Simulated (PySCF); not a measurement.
Simulated C 1s region for cyclopropenone, `O=c1cc1`, binding energy against the vacuum level.

Every computed line was given a Gaussian of 0.5 eV full width at half maximum and an area set by the number of equivalent atoms; the highest printed point is 100. Level of theory: delta-SCF UKS SCAN, pcX-2 on the ionised atom, pcseg-1 elsewhere, spin-free X2C (PySCF 2.14.0).

binding energy (eV), intensity and a bar:
```
    291.6          1 
    291.7          2 #
    291.8          7 ##
    291.9         20 ######
    292.0         41 ############
    292.1         69 #####################
    292.2         93 ############################
    292.3        100 ##############################
    292.4         86 ##########################
    292.5         60 ##################
    292.6         33 ##########
    292.7         15 ####
    292.8          5 ##
    292.9          1 
    293.0          0 
    293.1          0 
    293.2          0 
    293.3          0 
    293.4          0 
    293.5          1 
    293.6          2 #
    293.7          7 ##
    293.8         16 #####
    293.9         29 #########
    294.0         42 #############
    294.1         50 ###############
    294.2         47 ##############
    294.3         35 ###########
    294.4         21 ######
    294.5         10 ###
    294.6          4 #
    294.7          1 
    294.8          0
```

Problem. Count the maxima, the lines and the sites behind this envelope.

Solution. The curve has 2 maxima (at 292.3 and 294.1 eV). Under it lie 2 lines from 2 inequivalent carbon sites.

Problem. Decompose the envelope and assign each component. Numbering: `[O:1]=[c:2]1[cH:3][cH:4]1`.

Solution. 
| position (eV) | relative area | line | atoms | environment |
| --- | --- | --- | --- | --- |
| 292.28 | 2 | C 1s | C3/C4 | unsaturated ring CH carbon |
| 294.12 | 1 | C 1s | C2 | ring carbonyl carbon |

Problem. What are the centre and the root-mean-square width of the whole band?

Solution. The area-weighted mean of the lines is 292.90 eV. Their own spread about it is 0.87 eV (rms) and each Gaussian has σ = 0.5/2.355 = 0.21 eV; the variances add, which gives 0.89 eV.

Lowest listed C 1s: C3/C4, bonded to 2 C (aromatic in the SMILES) and H. Highest, 1.84 eV above it: C2, bonded to O (double bond) and 2 C (aromatic in the SMILES).

The curve has no shake-up lines and no vibrational structure. The first atom of each set that the bonding makes equivalent was ionised and stands for the set. Isolated species at its PBE0-D3(BJ)/def2-SVP geometry, gas phase.
